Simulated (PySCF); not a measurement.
**Broadened absorption spectrum of methacrylic acid**

Compound: methacrylic acid, C4H6O2.
SMILES: `C=C(C)C(=O)O`

Level of theory: TDDFT CAM-B3LYP/aug-cc-pVTZ, vertical, gas phase, core orbitals frozen in the response in PySCF 2.14.0, density-fitted response routines. Geometry: PBE0-D3(BJ)/def2-TZVP, one conformer, isolated molecule. Torsions of this conformer, `[CH2:1]=[C:2]([CH3:3])[C:4](=[O:5])[OH:6]`: C1–C2–C4–O5 -179°, H–O6–C4–C2 180°.

Broadening: Gaussians 0.25 eV wide at half height, area fixed by f = 4.319×10⁻⁹ ∫ε dν̃. The width is an assumption, not a result. The curve ends short of the highest state used, and states not computed would add to its high-energy end.

(E (eV), ε (L mol⁻¹ cm⁻¹)): (4.77, 0), (4.86, 0), (4.95, 2), (5.04, 7), (5.14, 11), (5.23, 8), (5.32, 3), (5.42, 0), (5.51, 0), (5.60, 0), (5.70, 1), (5.79, 22), (5.88, 394), (5.98, 4182), (6.07, 16408), (6.16, 31379), (6.26, 27763), (6.35, 11646), (6.44, 2381), (6.53, 237), (6.63, 8), (6.72, 7), (6.81, 84), (6.91, 640), (7.00, 2138), (7.09, 4001), (7.19, 3986), (7.28, 2441), (7.37, 3202), (7.47, 8206)

Task: Locate the maxima and give the states behind the curve.

Result: 241 nm (5.14 eV), ε about 11, made up of S1 (100%); 200 nm (6.20 eV), ε about 33000, made up of S2 (100%); 174 nm (7.14 eV), ε about 4400, made up of S3 (21%) and S4 (79%) (ε in L mol⁻¹ cm⁻¹; maxima over ε = 5, shares over 10%). At its high-energy end, 7.47 eV, the curve is still rising (ε about 8200, from S5). The states used: S1 5.14 eV (f 0.0001); S2 6.20 eV (f 0.308); S3 7.06 eV (f 0.011); S4 7.16 eV (f 0.033); S5 7.54 eV (f 0.096); S6 7.62 eV (f 0.0007); S7 7.69 eV (f 0.0005); S8 7.85 eV (f 0.012); S9 8.04 eV (f 0.0004); S10 8.07 eV (f 0.029).

Task: What would ε be at 6.20 eV, the highest of these maxima, with half the width (0.125 eV)?

Result: About 66300 L mol⁻¹ cm⁻¹ against 33300, a factor of about 1.99; a lone state at its own centre would give exactly 2.

Task: On this curve, what absorbance would a 10⁻⁴ mol/L sample give at 248 nm over a 1 cm path?

Result: 248 nm is 4.999 eV, where ε is about 4.4 L mol⁻¹ cm⁻¹, so A = ε c l ≈ 0.00044 (Beer–Lambert, with the gas-phase spectrum and the assumed width).

Task: Coming from long wavelengths, where does ε first pass 100 L mol⁻¹ cm⁻¹?

Result: At about 212 nm (5.84 eV), 0.69 eV above S1.
